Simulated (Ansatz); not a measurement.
**CH₆AlO+ (SMILES C[OH+][AlH2]): single points off equilibrium**

One table from this session's results is given with a row withheld; the runs are named, their logs left out.

Computed with Ansatz 0.2.0, Gaussian basis. Level: single points in def2-TZVPP.

Correlated methods freeze the cores.

### Starting geometry

SMILES `C[OH+][AlH2]`, 9 atoms, charge 1, spin multiplicity 1.

Atoms are counted from 1 here; the program's logs count them from 0.

Bond lengths: C1–O2 1.483 Å, C1–H4 1.025 Å, C1–H5 1.097 Å, C1–H6 1.158 Å, O2–Al3 1.800 Å, O2–H7 0.950 Å, Al3–H8 1.535 Å, Al3–H9 1.530 Å. Angles: O2–C1–H4 108.4°, O2–C1–H5 104.4°, O2–C1–H6 109.2°, H4–C1–H5 112.0°, H4–C1–H6 111.3°, H5–C1–H6 111.3°, C1–O2–Al3 128.4°, C1–O2–H7 105.9°, Al3–O2–H7 125.0°, O2–Al3–H8 113.0°, O2–Al3–H9 112.0°, H8–Al3–H9 134.2°.

As a file:

```xyz
9
CH6AlO
C    -0.13933    1.15804   -0.56034
O     0.34204   -0.23599   -0.40063
Al    0.40039   -1.23505    1.09561
H    -0.74598    1.38452    0.23413
H    -0.69126    1.14934   -1.50882
H     0.77138    1.87173   -0.60991
H     0.48417   -0.56478   -1.28049
H     0.97415   -2.63878    0.85825
H    -0.32998   -0.56408    2.26051
```

Set-up of the first run:

File run/in.yaml:

```yaml
crystal:
  periodic: [false, false, false]
  atoms:
    - {symbol: C, position_ang: [-0.139333, 1.158042, -0.560336]}
    - {symbol: O, position_ang: [0.342037, -0.235989, -0.400633]}
    - {symbol: Al, position_ang: [0.400393, -1.235054, 1.095612]}
    - {symbol: H, position_ang: [-0.745980, 1.384518, 0.234134]}
    - {symbol: H, position_ang: [-0.691256, 1.149341, -1.508820]}
    - {symbol: H, position_ang: [0.771382, 1.871729, -0.609915]}
    - {symbol: H, position_ang: [0.484170, -0.564778, -1.280493]}
    - {symbol: H, position_ang: [0.974146, -2.638785, 0.858248]}
    - {symbol: H, position_ang: [-0.329978, -0.564078, 2.260510]}
basis:
  gaussian: {orbitals: def2-TZVPP}
total_charge: 1
hamiltonian: {xc: pbe, dispersion: d4}
output: {forces: true}
```

Command:

```
$ ansatz run in.yaml --threads 2 --pin off --events-out ev --progress --plain --max-ram 3481MiB
```

Among the steps run: PBE-D4/def2-TZVPP; r2SCAN-D4/def2-TZVPP; PBE0-D4/def2-TZVPP; wB97M-V/def2-TZVPP; CCSD(T)/def2-TZVPP.

One of the session's tables, all rows but one given; the rest of the session is left out.

| method | RMS force component (eV/Å) | angle to CCSD(T) forces (°) |
| --- | --- | --- |
| PBE-D4 | 1.026 | 8.6 |
| r2SCAN-D4 | 0.988 | 2.7 |
| PBE0-D4 | ? | ? |
| wB97M-V | 0.996 | 2.7 |
| CCSD(T) | 0.999 | reference |

Estimate the missing values for PBE0-D4.

**Answer.** RMS force component (eV/Å): 1.005; angle to CCSD(T) forces (°): 4.8. In the column «RMS force component (eV/Å)» it lies between CCSD(T) (0.999) and PBE-D4 (1.026).
